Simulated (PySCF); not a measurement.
# Heteronuclear NMR

Molfile (atoms numbered from 1):
```
C5H10O
     RDKit          3D

 16 15  0  0  0  0  0  0  0  0999 V2000
    2.4451    0.3400    0.6533 C   0  0  0  0  0  0  0  0  0  0  0  0
    1.3316    0.1096   -0.3460 C   0  0  0  0  0  0  0  0  0  0  0  0
   -0.0464    0.0772    0.2741 C   0  0  0  0  0  0  0  0  0  0  0  0
   -0.2350    0.3787    1.4267 O   0  0  0  0  0  0  0  0  0  0  0  0
   -1.1744   -0.3562   -0.6337 C   0  0  0  0  0  0  0  0  0  0  0  0
   -2.5493   -0.1836   -0.0252 C   0  0  0  0  0  0  0  0  0  0  0  0
    2.4709   -0.4563    1.3989 H   0  0  0  0  0  0  0  0  0  0  0  0
    3.4146    0.3743    0.1529 H   0  0  0  0  0  0  0  0  0  0  0  0
    2.2976    1.2783    1.1889 H   0  0  0  0  0  0  0  0  0  0  0  0
    1.3183    0.8984   -1.1090 H   0  0  0  0  0  0  0  0  0  0  0  0
    1.4770   -0.8214   -0.9064 H   0  0  0  0  0  0  0  0  0  0  0  0
   -0.9868   -1.4074   -0.8887 H   0  0  0  0  0  0  0  0  0  0  0  0
   -1.0795    0.1842   -1.5826 H   0  0  0  0  0  0  0  0  0  0  0  0
   -3.3230   -0.5449   -0.7050 H   0  0  0  0  0  0  0  0  0  0  0  0
   -2.7496    0.8661    0.1961 H   0  0  0  0  0  0  0  0  0  0  0  0
   -2.6285   -0.7314    0.9143 H   0  0  0  0  0  0  0  0  0  0  0  0
  1  2  1  0
  2  3  1  0
  3  4  2  0
  3  5  1  0
  5  6  1  0
  1  7  1  0
  1  8  1  0
  1  9  1  0
  2 10  1  0
  2 11  1  0
  5 12  1  0
  5 13  1  0
  6 14  1  0
  6 15  1  0
  6 16  1  0
M  END
```

Calculated, not measured (PySCF 2.14): structure optimised with PBE0-D3(BJ)/def2-TZVP, shieldings: GIAO B97-2/pcSseg-2. No solvent model, single conformer, no relativistic terms, one averaged value for each set of equivalent atoms.

Question: Where does ¹⁷O resonate?

Answer: 
```tsv
atoms	environment	σ (ppm)	δ (ppm)
O4	ketone oxygen	-295.3	553.7
```

Shieldings were converted by a linear fit to measured shifts: ¹⁷O (scatter 12.2 ppm rms vs liquid water, solution or neat liquid). A few per cent of atoms miss by over 2 rms, more outside the fitted compound classes.

On a 400 MHz spectrometer ¹⁷O resonates near 54.2 MHz, so 1 ppm is 54.2 Hz.
